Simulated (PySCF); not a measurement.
C5H9N.
Z-matrix (Å and degrees, PBE0-D3(BJ)/def2-SVP geometry), rows numbered from 1:
```
C 
C   1  1.5252
C   2  1.5255  1  111.94
C   2  1.5124  1  110.29  3  -123.54
C   4  1.4466  2  123.74  1  -137.60
N   5  1.2531  4   68.03  2   101.45
H   1  1.1028  2  110.75  3    61.43
H   1  1.1002  2  110.92  3  -178.94
H   1  1.1011  2  111.35  3   -58.27
H   2  1.1046  1  108.28  3   119.58
H   3  1.1027  2  110.86  1   -62.20
H   3  1.1010  2  111.19  1    57.24
H   3  1.1011  2  111.56  1   177.85
H   4  1.1018  2  114.32  1    62.29
H   5  1.0936  4  153.20  6  -178.74
```

Computed, not measured: core-valence-separated Tamm–Dancoff BHandHLYP/aug-pcX-1 (pcseg-1 on H) in PySCF, non-relativistic, gas phase, PBE0-D3(BJ)/def2-SVP geometry. Absolute energies from this functional tend to lie a few eV below measured edges; no shift was applied.

Give energies, oscillator strengths and core holes at the N K edge.

```
E (eV)       f  core hole on  main final orbital
396.27  0.0618            N6         LUMO (78 %)
400.76  0.0526            N6              spread
401.70  0.0016            N6       LUMO+1 (31 %)
402.01  0.0009            N6       LUMO+2 (40 %)
402.18  0.0059            N6       LUMO+3 (41 %)
402.31  0.0037            N6              spread
402.92  0.0001            N6       LUMO+5 (42 %)
```

The first line with a tenth or more of the strongest one's intensity is at 396.27 eV (f = 0.062), with the hole on N6 (C=N nitrogen). It is also the strongest listed.

List the carbon K-edge absorption lines.

| E (eV) | f | core hole on | main final orbital | polarisation |
| --- | --- | --- | --- | --- |
| 282.88 | 0.0667 | C5 | LUMO (74 %) | normal to the local trigonal plane |
| 285.30 | 0.0085 | C3 | LUMO+1 (66 %) | – |
| 285.32 | 0.0104 | C1 | LUMO+2 (37 %) | – |
| 285.54 | 0.0003 | C4 | LUMO (88 %) | – |
| 285.72 | 0.0105 | C2 | LUMO (69 %) | – |
| 285.88 | 0.0043 | C1 | LUMO (51 %) | – |
| 285.89 | 0.0284 | C3 | LUMO (41 %) | – |
| 285.98 | 0.0159 | C1 | LUMO (34 %) | – |
| 286.05 | 0.0072 | C2 | spread | – |
| 286.06 | 0.0343 | C3 | LUMO+3 (32 %) | – |
| 286.30 | 0.0218 | C1 | LUMO+7 (33 %) | – |
| 286.31 | 0.0082 | C3 | LUMO (51 %) | – |
| 286.48 | 0.0542 | C4 | LUMO+17 (35 %) | – |
| 286.68 | 0.0049 | C1 | LUMO+1 (45 %) | – |
| 286.76 | 0.0023 | C2 | LUMO+1 (56 %) | – |
| 286.81 | 0.0025 | C3 | LUMO+5 (30 %) | – |
| 286.95 | 0.0031 | C2 | LUMO+2 (60 %) | – |
| 286.99 | 0.0215 | C4 | spread | – |
| 286.99 | 0.0119 | C5 | LUMO+2 (36 %) | mixed |
| 287.04 | 0.0032 | C1 | spread | – |
| 287.18 | 0.0061 | C3 | LUMO+2 (53 %) | – |
| 287.19 | 0.0032 | C1 | LUMO+2 (41 %) | – |
| 287.27 | 0.0045 | C2 | LUMO+4 (56 %) | – |

The first line with a tenth or more of the strongest one's intensity is at 282.88 eV (f = 0.067), with the hole on C5 (C=N carbon), polarised normal to the local trigonal plane: a 1s→π* resonance. It is also the strongest listed.

Roots within 0.03 eV whose holes lie on the same, on equivalent or on shared atoms are summed into one line, and the highest roots are left out, as the search may have cut off their partners. Final orbitals are the ground state's empty Kohn–Sham orbitals. A dash: too weak, shared between unlike atoms, or no plane or axis to refer to.

What length of transition dipole belongs to the line at 396.27 eV?

From f = (2/3) ΔE |μ|² in atomic units, with ΔE = 14.563 Eh and f = 0.0618: |μ| = 0.080 au = 0.20 D.

Only the lowest roots of each edge were sought.

The run took 20 s wall on one thread of an Intel Xeon 6975P-C, shared host with 192 logical CPUs at a one-minute load of 105, and the process peaked at 1.1 GiB of memory.

One conformer stands for the species.
